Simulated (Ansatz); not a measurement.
What does this script print? It uses Ansatz 0.2.0, Python API.

`bend.py`
```python
"""Bending curve of C2H4OS."""

import ansatz as az
from ase import Atoms

atoms = Atoms(["O", "C", "C", "S", "H", "H", "H", "H"], positions=[
    [-1.4011, 0.2552, -0.9582],
    [-0.4097, 0.755, -0.5138],
    [0.5521, 0.001, 0.3219],
    [-0.0501, -1.5023, 1.0256],
    [-0.0991, 1.7816, -0.781],
    [1.4505, -0.2295, -0.2868],
    [0.937, 0.6478, 1.1594],
    [-0.8874, -1.7659, -0.023],
])

# start the scan from a relaxed geometry
first = (
    az.Crystal.molecule_from_ase(atoms).calculation()
    .basis(gaussian="6-31G*")  # the orbital basis, by name
    .functional("r2SCAN")
    .relax(force_tolerance=0.02, max_steps=80)  # relax until the tolerances are met
)
atoms.positions = first.run().report["positions_ang"]

rows = []
for angle in [90, 100, 110, 120, 135, 150, 165, 179]:
    bent = atoms.copy()
    bent.set_angle(2, 3, 7, angle, indices=[7])
    job = az.Crystal.molecule_from_ase(bent).calculation()
    job = job.basis(gaussian="6-31G*")
    job = job.functional("r2SCAN")
    rows.append((angle, job.run().report["free_energy_ev"]))
floor = min(e for _, e in rows)
for angle, e in rows:
    print(f"angle C2-S3-H7 = {angle:3d} deg   {1000 * (e - floor):9.1f} meV")
```

`python bend.py` gives:
```text
angle C2-S3-H7 =  90 deg         0.0 meV
angle C2-S3-H7 = 100 deg        33.7 meV
angle C2-S3-H7 = 110 deg       215.3 meV
angle C2-S3-H7 = 120 deg       521.3 meV
angle C2-S3-H7 = 135 deg      1177.5 meV
angle C2-S3-H7 = 150 deg      1994.2 meV
angle C2-S3-H7 = 165 deg      2770.3 meV
angle C2-S3-H7 = 179 deg      3129.1 meV
```

The scan is rigid, and the energies are electronic, in a modest basis. The zero is the lowest point of the grid, which needn't be the minimum. Wall time of the script: 110 s on 1 thread of Arm Neoverse N1, with other jobs on the host, peak memory 0.22 GiB.

(A comment or docstring line of the script was reworded after the run, the code is as it ran.)
